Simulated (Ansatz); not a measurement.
System: fluorite CeO2. Method: r²SCAN+rVV10 (plane waves, PAW; Ansatz, a program for electronic structure).

Settings: plane-wave cutoff 560 eV, 12×12×12 k mesh, Fermi–Dirac smearing 0.01 eV, no spin polarisation, scalar-relativistic PAW data made under PBE.

Equation-of-state points:

```tsv
V (Å³/atom)	E − E_lowest (meV/atom)
12.486	32.80
12.752	14.04
13.018	3.39
13.283	0.00
13.549	3.15
13.815	12.16
14.080	26.43
```

Question: Fit the third-order Birch–Murnaghan equation and give B0 and B′.

Answer: V0 = 13.283 Å³/atom, B0 = 197 GPa, B′ = 4.4 (fit to the energies at full precision).

Measured, for comparison: bulk modulus 220 ± 9 GPa (room temperature, not corrected to a static lattice, our sources range from 220 to 230; as tabulated in High Pressure Brillouin Spectroscopy and X-ray Diffraction of Cerium Dioxide …); equilibrium volume per atom 13.06 Å³/atom (0 K, extrapolated to 0 K; as tabulated in Stimac et al. (2024), arXiv:2411.06536). Computed (rounded) less measured: bulk modulus -10 % (-10 % to -14 % over the range), equilibrium volume per atom +1.7 %.

Spin–orbit coupling is not included.

Static lattice: no zero-point or thermal effects.
